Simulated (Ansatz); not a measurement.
Mulliken charges of `O=S=O` from PBE/def2-TZVPP in Ansatz (PBE0-D4/def2-TZVP geometry).

| atom | x (Å) | y (Å) | z (Å) | charge (e) |
| --- | --- | --- | --- | --- |
| O1 | -0.974 | 0.646 | -0.460 | -0.277 |
| S2 | 0.270 | 0.357 | 0.187 | 0.553 |
| O3 | 0.705 | -1.003 | 0.273 | -0.277 |

Task: By hand: the dipole of these point charges (1 e Å = 4.8032 D).

Result: Σ q r = (0.224, 0.296, 0.155) e Å, of length 0.402 e Å = 1.93 D.

Task: How does the dipole of the full density compare? (Best estimate.)

Result: The calculation gave: (0.178, 0.236, 0.123) e Å, 1.54 D; the point charges give 1.25 times that, at 0° from its direction.

Point charges leave out the atoms' own dipoles, such as those of lone pairs, and Mulliken's split depends on the basis, so the two needn't agree.
